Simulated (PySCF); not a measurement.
Computed properties of BeH, SMILES [BeH+], charge +1

BeH, SMILES [BeH+], charge +1. Coordinates come from a PBE0-D3(BJ)/def2-TZVPD optimisation. The spin state was assumed, not searched. The values are those of a single conformer. All values are computed for the isolated molecule unless a solvent is named; none is compared with measurement here.

**Structure.** The optimised structure has C∞v symmetry. All 1 harmonic modes at PBE0-D3(BJ)/def2-TZVPD (PySCF) are real, so it is a minimum.

**Vibrations.** The strongest infrared lines (harmonic, unscaled, degenerate partners summed) lie at 2191 cm⁻¹ (53 km/mol, H 90 %, Be 10 %). The softest mode is at 2191 cm⁻¹ and the zero-point energy is 3.1 kcal/mol.

**Electronic structure.** HF/def2-TZVPD (PySCF) places the frontier levels at -20.32 and -7.84 eV, a gap of 12.48 eV and a mean polarisability of 11.5 bohr³. PBE/def2-TZVPD (PySCF) at the same geometry gives -15.84 and -11.49 eV, so its gap is 8.13 eV narrower. An orbital gap is neither the optical nor the fundamental gap.

**Excitations.** TDDFT-CAM-B3LYP/def2-TZVPD (PySCF) has S1 at 5.43 eV (229 nm, f = 0.134, bright); the most intense of the 10 singlets computed lies at 7.64 eV (f = 0.48). Strengths of degenerate partners are summed. T1 (TDA) is at 3.78 eV. TDDFT-PBE/def2-TZVPD (PySCF) puts S1 at 5.19 eV. No vertical singlet excitation falls in the visible range (under 3.1 eV).

**NMR.** GIAO shifts at PBE0/pcSseg-2 (PySCF) (non-relativistic, atoms alike by connectivity averaged): ¹H at 7.0 ppm against TMS.
